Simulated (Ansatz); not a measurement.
Isolated molecules relaxed with PBE0-D4/def2-TZVP in Ansatz; ΔE leaves out vibrations. CBS: MP2 limit from def2 TZ/QZ plus the TZ coupled-cluster correction, frozen cores. One conformer a species, not always the lowest.

`CC1(F)CO1` + `FCS` → `CSCF` + `FC1CO1`  (substitution at a C–C bond)

| species | CCSD(T)/def2-SVP energy (Eh) |
| --- | --- |
| `CC1(F)CO1` | -291.38475 |
| `FCS` | -536.83285 |
| `CSCF` | -575.99528 |
| `FC1CO1` | -252.20619 |

(1) Work out ΔE.

Largest T1 diagnostic among the species: 0.012.

Answers

(1) ΔE = (-575.99528) + (-252.20619) − (-291.38475) − (-536.83285) = 0.01613 Eh = +0.44 eV. CCSD(T)/CBS gives +0.30 eV.

Leaving LDA and LC-ωPBE aside and taking each functional with its dispersion term where it has one, the values, not all of them listed here, spread over 0.09 eV, from revPBE-D4 to B97M-V. LDA lies +0.08 eV from PBE without D4. From BLYP to BHLYP (50 % exact exchange), in def2-TZVPP and without D4, ΔE moves by +0.06 eV. At CCSD(T), def2-SVP lies +0.14 eV from the extrapolated value and def2-TZVPP +0.02 eV.
